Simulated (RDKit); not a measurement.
RDKit input (UFF):

```python
from rdkit import Chem
from rdkit.Chem import AllChem, rdDetermineBonds

mol = Chem.MolFromXYZFile('mol.xyz')
rdDetermineBonds.DetermineBonds(mol, charge=-1)
print('SMILES', Chem.MolToSmiles(Chem.RemoveHs(mol)))
ff = AllChem.UFFGetMoleculeForceField(mol)
e0 = ff.CalcEnergy()
flag = ff.Minimize(maxIts=5000, forceTol=1e-5)
print(f'energy {e0:.4f} -> {ff.CalcEnergy():.4f} kcal/mol, converged: {flag == 0}')
print(Chem.MolToXYZBlock(mol))
```
mol.xyz:
```
3

O      0.01382699    -0.00208751     0.60715025
C     -0.02150103     0.16263942    -0.61155375
H      0.01839031    -0.95913641    -1.18787951
```

From the last part of the output:

```
SMILES [CH-]=O
energy 14.0787 -> 0.0000 kcal/mol, converged: True
3

O      0.011956    0.034216    0.600135
C     -0.016318    0.049263   -0.618899
H      0.015079   -0.882064   -1.173519
```

The dipole moment of an ion depends on the origin.
